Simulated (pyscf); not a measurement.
Four-centre exchange: Cl–SiH•–Cl (SMILES Cl[SiH]Cl) + NH₃ (SMILES N) -> HCl (SMILES Cl) + H₂N–SiH•–Cl (SMILES N[SiH]Cl)

Gas phase, doublet surface, charge 0. Bonds broken: Cl1–Si2, N5–H6. Bonds formed: Cl1–H6, Si2–N5. Optimised with ωB97X-D3(BJ)/def2-SVP in PySCF.

Transition state (Å):

```xyz
8

Cl    -0.3513     1.3592     2.2884
Si    -0.2233     0.4990    -0.5220
Cl     1.8130     0.2181    -0.6994
H     -0.8456     0.1307    -1.8432
N     -0.6983    -0.8340     0.6408
H     -0.5782    -0.0099     1.6759
H     -1.6542    -1.1822     0.5457
H     -0.0518    -1.6256     0.6641
```

One imaginary mode, 856i cm⁻¹; descent along it reached the two sides named, in the forms told below.

| bond | change | reactant side (Å) | saddle | product side |
|---|---|---|---|---|
| Cl1–Si2 | breaks | 2.209 | 2.9 | 3.7 |
| N5–H6 | breaks | 1.024 | 1.329 | 1.914 |
| Cl1–H6 | forms | 3.1 | 1.517 | 1.308 |
| Si2–N5 | forms | 1.979 | 1.832 | 1.750 |

Electronic energies relative to the separated reactants (kcal/mol):

```tsv
level	barrier	reaction energy	reverse barrier
ωB97X-D3(BJ)/def2-TZVP	13.7	+11.0	2.7
PBE/def2-TZVP	10.1	+10.6	-0.4
r²SCAN/def2-TZVP	10.8	+10.2	0.6
B3LYP-D3(BJ)/def2-TZVP	11.5	+9.7	1.8
PBE0-D3(BJ)/def2-TZVP	10.6	+10.4	0.3
M06-2X/def2-TZVP	12.0	+9.4	2.5
ωB97M-D3(BJ)/def2-TZVP	13.2	+9.6	3.6
HF/def2-TZVP	27.0	+9.4	17.6
```

With ωB97M-D3(BJ)/def2-TZVP energies and thermal terms (ideal gas, 1 atm, RRHO with modes under 100 cm⁻¹ raised to 100, one conformer, R ln 2 for chiral ones without a mode under 150 cm⁻¹), in kcal/mol:

| T (K) | ΔH‡ | ΔG‡ | ΔH | ΔG |
|---|---|---|---|---|
| 298 | 10.8 | 21.6 | +7.6 | +7.3 |
| 600 | 11.2 | 32.4 | +8.3 | +6.8 |
| 900 | 12.1 | 42.8 | +9.0 | +6.0 |
| 1200 | 13.0 | 52.9 | +9.5 | +4.9 |

On the reactant side the descent ends in an adduct with a N–Si contact, 8.8 kcal/mol under the separated species and 22.5 kcal/mol under the saddle at ωB97X-D3(BJ)/def2-TZVP. At PBE the saddle lies under the separated products, which points to a path from their complex (located at ωB97X-D3(BJ) alone), and parting the products costs more than the saddle. What is counted as formed (N–Si) is already present as a longer contact in the reactant adduct; forming that adduct is a step of its own. This is the saddle that the search found; another between the same sides may lie lower.
